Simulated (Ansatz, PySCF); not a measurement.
Species: C₄H₇, charge 0, multiplicity 2. SMILES: [CH]=C(C)C
Geometry from a B3LYP-D3(BJ)/def2-TZVP (Ansatz, an electronic-structure program) optimisation:
```xyz
11

C      0.0051    -0.0033     1.4978
C      0.0006     0.0247     0.1893
H      0.0103    -0.7489     2.2776
C     -0.0064     1.3118    -0.5953
H     -0.0071     2.1803     0.0604
H      0.8706     1.3657    -1.2469
H     -0.8883     1.3598    -1.2408
C      0.0020    -1.2451    -0.6366
H      0.0071    -2.1375    -0.0126
H     -0.8809    -1.2769    -1.2815
H      0.8806    -1.2710    -1.2875
```
Charge 0, spin multiplicity 2.

Unscaled harmonic wavenumbers (cm⁻¹) in rising order, each level at the stationary point that it reaches from this structure (no distance between atoms moves by over 0.3 Å); the order of modes can differ between levels, and a negative number is imaginary. B3LYP-D3(BJ)/def2-TZVP (PySCF, at the structure above): 168, 208, 365, 400, 432, 673, 795, 866, 960, 968, 1095, 1098, 1199, 1393, 1411, 1474, 1479, 1484, 1491, 1695, 3016, 3021, 3062, 3066, 3116, 3123, 3234.

HF/3-21G (Ansatz): 161, 190, 387, 428, 444, 771, 806, 972, 1055, 1093, 1185, 1210, 1288, 1557, 1564, 1602, 1648, 1654, 1666, 1688, 3181, 3186, 3224, 3230, 3267, 3274, 3401. Zero-point energy 63.1 against 59.0 kcal/mol; where all levels lie over 400 cm⁻¹, the wavenumbers are on average 1.079 times those of B3LYP-D3(BJ)/def2-TZVP.

HF/6-31G* (Ansatz): 165, 199, 385, 433, 436, 759, 840, 988, 1049, 1068, 1168, 1192, 1329, 1553, 1567, 1592, 1619, 1630, 1635, 1674, 3187, 3193, 3233, 3239, 3280, 3288, 3417. Zero-point energy 63.1 against 59.0 kcal/mol; where all levels lie over 400 cm⁻¹, the wavenumbers are on average 1.077 times those of B3LYP-D3(BJ)/def2-TZVP.

B3LYP/6-31G* (Ansatz): 173, 207, 360, 397, 426, 680, 800, 888, 969, 979, 1106, 1110, 1215, 1421, 1438, 1503, 1510, 1514, 1520, 1712, 3028, 3033, 3078, 3082, 3132, 3141, 3244. Zero-point energy 59.6 against 59.0 kcal/mol; where all levels lie over 400 cm⁻¹, the wavenumbers are on average 1.011 times those of B3LYP-D3(BJ)/def2-TZVP.
